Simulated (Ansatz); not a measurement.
GaGeH₂ (H-bridged), doublet in cc-pVDZ: errors against UCCSDT(Q)

Geometry: a PBE0/def2-TZVP stationary point for this spin, not checked as a minimum.

```xyz
4

Ge    0.0000   -0.0037    1.1629
Ga    0.0000   -0.0229   -1.1765
H     0.0000    1.4325    0.2695
H     0.0000    0.4115   -2.6972
```

Basis cc-pVDZ; Ansatz 0.2.0. Correlated methods freeze the noble-gas cores and the filled d shells of p-block atoms, which leaves 9 electrons in 36 orbitals. R marks a restricted (for open shells ROHF) determinant, U an unrestricted one. Active spaces: valence = (9e, 10o) chosen from the atoms' valence shells. No spin–orbit coupling is included, and no scalar relativity.

Full CI isn't at hand for all of this; UCCSDT(Q) serves as the reference, and is uncertain by about the last step of the cluster series. The frozen core follows each run's orbitals, which can shift R against U totals by a few meV for light atoms and by up to 0.1 eV past Ca.

The UHF ⟨S²⟩ is 0.761 and the T1 diagnostic (RCCSD) is 0.0217. The largest doubles amplitude (RCCSD) is 0.072 and the T1 diagnostic (UCCSD) is 0.0223.

Q: From what is known of these methods and the diagnostics, rank them by the size of their error in total energy against UCCSDT(Q) in cc-pVDZ, smallest first (an estimate: the text doesn't fix the numbers).
A. UMP2
B. UCCSD(T)
C. UHF
D. UCCSD
E. UCCSDT

A: E (0.26 kcal/mol), B (1.09 kcal/mol), D (5.08 kcal/mol), A (24.99 kcal/mol), C (109.19 kcal/mol).

All errors are against UCCSDT(Q) in cc-pVDZ. Within each family the higher level lies nearer, as is usual though not guaranteed.

Natural occupations of CASSCF (valence space) about the gap: 1.983 1.972 1.948 1.931 0.991 0.057 0.036 0.036 0.031 0.015; effectively unpaired electrons, Σ n²(2−n)², 1.06.

Atomization energy (electronic, same basis, no zero-point term; atoms at the same level, unrestricted beside the R rows where the molecule is a closed shell, but restricted open-shell past Ca, as are all atoms' steps beyond CCSDT(Q)) at UCCSDT(Q): 672.8 kJ/mol. Errors of other levels:

```csv
level,error (kJ/mol)
UHF,-174.8
UMP2,-18.8
UCCSD,-16.2
UCCSD(T),-3.1
UCCSDT,-1.0
```

This basis is far from its limit, so the value isn't to be set against a measured one.
